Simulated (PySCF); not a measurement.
**SiC: from the state search to spectroscopic constants**

An exercise on one series of results from a longer session: the logs are not shown, and one member is left open.

Method: Si aug-cc-pV(D+d)Z, C aug-cc-pVDZ, no relativity; program: PySCF 2.14.0.

The first run:

Settings of the job:

```json
{"atoms": "Si, C", "charge": "0", "basis": "Si aug-cc-pV(D+d)Z, C aug-cc-pVDZ", "Hamiltonian": "no relativity", "basis functions": "55", "electrons treated": "20", "masses in u": "27.9769, 12.0000", "levels": "PBE0, PBE, r²SCAN, M06, revPBE, r²SCANh, LC-ωPBE, HF, MP2, SCS-MP2, CCSD, CCSD(T)", "grid": "80 radial by 434 angular points", "occupations": "held fixed by the projection of orbital angular momentum", "dissociation limit": "Si + C, each in its ground configuration", "starting distance in angstrom": "1.825", "values of 2S to try": "0, 2, 4"}
```

The run is started by

```bash
> OMP_NUM_THREADS=1 python dia.py task.json out
```

Steps of the session up to this table: Set-up; PBE0 along the bond; Higher solutions at PBE0; PBE (GGA); r²SCAN (meta-GGA); M06 (hybrid meta-GGA); revPBE (GGA); r²SCANh (hybrid meta-GGA); LC-ωPBE (range-separated hybrid); ROHF; MP2 and coupled cluster.

One table of the session follows, with a row left open; its other results are not shown here.

Energy (eV) from each level's lowest point:

```
R (Å)   ROHF  ROHF-MP2  ROHF-SCS-MP2  ROHF-CCSD  ROHF-CCSD(T)
1.483  1.073     1.446         1.431        n/a           n/a
1.552  0.412     0.681         0.670      0.684         0.743
1.621      ?         ?             ?          ?             ?
1.672  0.000     0.067         0.063      0.067         0.088
1.724  0.022     0.000         0.000      0.000         0.003
1.776  0.126     0.017         0.020      0.014         0.000
1.845  0.355     0.142         0.146      0.128         0.090
1.931  0.732     0.424         0.426      0.372         0.307
2.034  1.238     0.899         0.890      0.749         0.654
2.172  1.894     1.682         1.642        n/a           n/a
```

Q: Estimate the row for R (Å) = 1.621 from the others.

Worked estimate for «ROHF». A straight line through the neighbours (1.552, 0.412) and (1.672, 0.000) gives 0.412 + (0.000 − 0.412) × (1.621 − 1.552) / (1.672 − 1.552) = 0.175; a parabola fitted to 4 rows on both sides gives 0.070.

The run gave: ROHF: 0.084; ROHF-MP2: 0.238; ROHF-SCS-MP2: 0.232; ROHF-CCSD: 0.240; ROHF-CCSD(T): 0.277. In «ROHF» the line misses by +0.091 and the parabola by -0.014.

State 2 has its PBE0 minimum 0.27 eV higher. The other levels ran on the lowest alone.
